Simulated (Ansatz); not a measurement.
Abridged output of a molecular run in Ansatz:

```
Functional definition: HF
306 factors; integrals over basis functions are off by at most 1.4e-3 eV
mean field evaluation 1: about -4754.5665 eV, gradient 1.7e1 eV
mean field evaluation 2: about -4754.5694 eV, gradient 1.7e1 eV
mean field evaluation 4: about -4755.0885 eV, gradient 1.0e0 eV
mean field evaluation 8: about -4755.0915 eV, gradient 7.8e-5 eV
mean field -4755.09152985 eV, -174.7463906053 hartree, gradient 2.3e-6 eV, S^2 0.000000; 0 other end points of the search recorded, 0 dependent functions left out
2 core orbitals not correlated: weight in the atoms' cores, before any rotation towards them, 1.000 or more for the frozen orbitals, at most 0.000 for the correlated occupied ones
reference -4755.09152985 eV, -174.7463906053 hartree; 7, 7 occupied and 24, 24 virtual orbitals, 306 factors
second order -10.45793073 eV of doubles, -0.00000000 eV of singles
cycle   1  -10.45147953 eV  change    6.5e-3 eV  update   6.2e-2
cycle   2  -10.71148475 eV  change   -2.6e-1 eV  update   2.0e-2
cycle   3  -10.78014742 eV  change   -6.9e-2 eV  update   9.6e-3
cycle   4  -10.77627348 eV  change    3.9e-3 eV  update   2.3e-3
cycle   5  -10.77754951 eV  change   -1.3e-3 eV  update   9.5e-4
cycle   6  -10.77734748 eV  change    2.0e-4 eV  update   3.4e-4
cycle   7  -10.77719953 eV  change    1.5e-4 eV  update   1.1e-4
cycle   8  -10.77722424 eV  change   -2.5e-5 eV  update   4.2e-5
cycle   9  -10.77723529 eV  change   -1.1e-5 eV  update   1.4e-5
perturbative correction -0.22960716 eV, -0.0084379075 hartree
Total energy: -4766.09837230 eV, -175.1508846046 hartree
```

Its atoms:

Z-matrix (Å, degrees):
```
O
F 1 1.406
H 1 0.969 2 99.1
```

**Question.** Which basis set was used?
A. def2-TZVPPD
B. def2-QZVPP
C. cc-pV(D+d)Z
D. cc-pV(T+d)Z

**Answer.** C. It gives 33 functions.

**Question.** Write the keys of the input that set method, charge and spin (a neutral closed shell needs none for the last two).

**Answer.** 
```yaml
correlation: {method: ccsd_t}
```
